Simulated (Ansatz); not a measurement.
A made-up structure of CHBF, doublet:

```xyz
4
angstrom
C 0.0314 -0.5869 0.1935
B -0.0361 0.6923 -0.2266
F 0.1004 -1.8667 0.6175
H -0.0970 1.7813 -0.5914
```

It is relaxed with PBE-D4/def2-SVP and then PBE0-D4/def2-TZVP (Ansatz 0.2.0). Atoms count as bonded within 1.22 times the sum of their covalent radii (H–H: 0.88 Å). The end point is not checked to be a true minimum.

Question: Does its bonding change? (Judge from chemistry; the calculation decides.)

Answer: The calculation gives: No: no bond forms or breaks.

Where it ends: The first stage lowers the energy by 0.14 eV in 5 steps. It ends as CHBF ([BH][C][F]):
```csv
atom,x (Å),y (Å),z (Å)
C1,0.0323,-0.6058,0.1996
B2,-0.0355,0.6632,-0.2190
F3,0.0978,-1.8097,0.5994
H4,-0.0957,1.7724,-0.5870
```

Labels in which every atom is bracketed show which atoms are joined, not bond orders.

For scale, one of the runs: PBE0-D4/def2-TZVP relaxation, 99 basis functions, launched by `ansatz run in.yaml --threads 2 --pin off --events-out ev --progress --plain --max-ram 4352MiB`. The run took about 75 s on 2 CPU threads of an Intel Xeon Platinum 8488C (shared host).
